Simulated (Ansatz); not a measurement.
Born–Oppenheimer molecular dynamics of HOSi2 (4 atoms, charge 1, multiplicity 1). It starts from a relaxed structure.

The calculation used RKS PBE-D4/def2-SVP in Ansatz.

- ensemble: NVE (velocity Verlet)
- time step: 0.5 fs
- steps asked: 300
- starting velocities drawn for: 400 K
- seed: 896719

First frame:

```xyz
4
Properties=species:S:1:pos:R:3
O -0.570 0.422 -0.758
Si 0.090 0.153 0.727
Si 1.695 -1.727 0.926
H -1.215 1.152 -0.895
```

(1) How far do the bonds stretch over the last three quarters of this one trajectory? (Pairs bonded in most of those frames.)

Answers

(1) 
```
   bond  mean (Å)  spread (Å)  shortest  longest
 O1–Si2     1.657       0.019      1.62     1.70
  O1–H4     0.984       0.004      0.98     0.99
Si2–Si3     2.526       0.094      2.39     2.68
```

Mean temperature of the second half: 189 K. The conserved energy stayed within 0.014 meV per atom of its start (net change 0.0042 meV per atom), so the integration is sound. The temperature averaged 0.47 of the 400 K drawn at the start: a run that starts near a minimum puts about half its kinetic energy into the potential. A run of 0.15 ps of so small a system gives no equilibrium averages. Limits of this set-up: the dipole of an ion depends on the origin.

The run took 5.9 min on 1 thread of Arm Neoverse V1 (shared host), peak memory 0.22 GiB.
